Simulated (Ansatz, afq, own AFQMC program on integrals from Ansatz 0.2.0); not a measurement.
AFQMC on a folder of integrals that Ansatz 0.2.0 wrote.

```yaml
crystal:
  periodic: [false, false, false]
  atoms:
    - {symbol: Ge, position_ang: [0.000000, 0.014036, 0.310508]}
    - {symbol: C, position_ang: [0.000000, -0.136900, -1.670999]}
    - {symbol: H, position_ang: [0.000000, 0.619772, -2.465821]}
basis:
  gaussian: {orbitals: cc-pVDZ}
magnetization: {spin_polarized: true, initial_magnetization: 3}
correlation: {method: ccsd_t, electrons: outside_noble_gas, hamiltonian_folder: ham}
```

```sh
$ ansatz run in.yaml --threads 1 --pin off --events-out ev --progress --plain --max-ram 1382MiB
```

Options of the walk:

```
--method phaseless --trial cisd --walkers 60 --populations 1 --least-time 40 --time-step 0.005 --steps-per-block 50 --equilibration-blocks 28 --max-blocks 300 --target-error 0.00036 --factor-cut 1e-05 --start spin_pure --seed 2004 --release-times 0.24,0.51,0.99,1.62,2.4 --release-step 0.03 --release-every 4 --taylor-order 6
```

Times are imaginary, in 1/Eh. The walk had a cap of 671 s. Filled inner d shells are frozen with the cores.

Output of the walk:

```
orbitals 31  electrons 6 3  factors 234 of 506
reference energy -2113.65091594 Eh
CCSD correlation -0.17129551 Eh in 13 cycles, weight of the determinant in the CISD state 0.8856
energy of the start -2113.821590 Eh
 block  time / (1/Eh)  mean weight  energy / Eh
     1     0.250  1.0000  -2113.820065
     2     0.500  0.9983  -2113.821343
     3     0.750  1.0010  -2113.823027
     4     1.000  1.0001  -2113.824716
     5     1.250  1.0005  -2113.826862
    10     2.500  1.0005  -2113.828340
    31     7.750  1.0010  -2113.825924
    56    14.000  1.0005  -2113.827627
    81    20.250  0.9991  -2113.844238
   106    26.500  0.9998  -2113.829269
   126    31.500  1.0009  -2113.822537
   131    32.750  0.9986  -2113.823311
   156    39.000  1.0009  -2113.829961
   181    45.250  0.9979  -2113.826406
   206    51.500  1.0016  -2113.828146
   231    57.750  0.9992  -2113.824366
   236    59.000  0.9996  -2113.827705
blocks merged  error / Eh  count
     1  0.000227  210
     2  0.000265  105
     4  0.000321  52
     8  0.000352  26
    16  0.000376  13
released: time / (1/Eh)  energy / Eh  error  mean overlap
  0.24  -2113.828954  0.000366  1.0011
  0.51  -2113.829059  0.000346  0.9907
  0.99  -2113.828766  0.000312  0.9857
  1.62  -2113.828642  0.000360  0.9780
  2.40  -2113.829238  0.000409  0.9633
energy -2113.828341 +/- 0.000352 Eh
(rows thinned)
```

The run passed its tests (sampling time, drift between the halves within three errors, error under three times the target), which doesn't prove that it has relaxed.

Against this walk (error 9.6 meV) on the same determinant: CCSD(T) 36.1 meV higher, CCSDT(Q) 6.2 meV lower (within the noise). The error is statistical and leaves out the bias of the constraint. Released to 2.40 1/Eh the energy moves by -24 ± 15 meV (both errors), within twice the noise.

Cautions: constraint bias not in the error; no relativity below Rb; no spin-orbit coupling; inner d shell frozen; lower spins were not checked.

The walk took 3.4 min on 1 thread of Arm Neoverse V1, on a shared host. The log's last line is the phaseless energy.

CCSDT and higher add their correlation energy to the determinant of the CCSD(T) run, since their own runs factorise the integrals more tightly (a shift of under 2 meV). A walk keeps the symmetry of its determinant, which the program's search chose and which needn't be the lowest solution, so a lower state of the same spin and another symmetry isn't excluded.
